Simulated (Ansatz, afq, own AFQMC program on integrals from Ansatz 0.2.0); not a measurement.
## AlNH, quartet in 6-31G, levels against full CI

```csv
atom,x (Å),y (Å),z (Å)
Al,0.0000,0.0000,0.0508
N,0.0000,0.0000,-1.6818
H,0.0000,0.0000,1.6309
```

Connectivity, by distances: AlH–N.

Basis 6-31G. Noble-gas cores (and the filled d shells of Ga–Kr and In–Xe) are frozen. Ansatz 0.2.0 and our own AFQMC program on the same integrals; the CISD trial comes from CCSD amplitudes, and released means the phaseless constraint is let go. ± is one standard error of the sampling.

Determinant: UHF, the one that the program's search chose, which needn't be the lowest solution. The geometry is a PBE0/def2-TZVP stationary point of this or a neighbouring charge and spin state.

Full CI on the same integrals is exact in this basis and with this determinant's frozen core.

Cautions: another spin lies lower (by 2.69 eV); the search met a lower determinant of the same kind, perhaps of another symmetry (101 meV lower), and this one is a saddle point.

```
T1 diagnostic                               : 0.0215
weight of the determinant in the CISD state : 0.917
⟨S²⟩ of the determinant                     : 3.769
size of the correlated space                : 9 electrons in 18 orbitals
```

Reference: full CI, correlation energy -2.948 eV. The released energy is read at 2.40 1/Eh (meV from the phaseless value at times in 1/Eh: 1.1 ± 1.9 at 0.24, -0.2 ± 2.1 at 0.51, -7.9 ± 2.3 at 0.99, -7.5 ± 1.8 at 1.62, -7.5 ± 1.8 at 2.40).

```tsv
level	E − E(reference) (kJ/mol)	share of correlation (%)
HF	284.4	0.00
MP2	68.9	75.79
CCSD	8.9	96.86
CCSD(T)	2.6	99.07
ph-AFQMC/CISD	1.5 ± 0.3	99.48
released AFQMC	0.7 ± 0.2	99.74
```

A walk keeps the symmetry of its determinant, which the program's search chose and which needn't be the lowest solution, so a lower state of the same spin and another symmetry isn't excluded. Released energies are given only where the last usable release times agree within the noise; a slower fall can still hide under it.
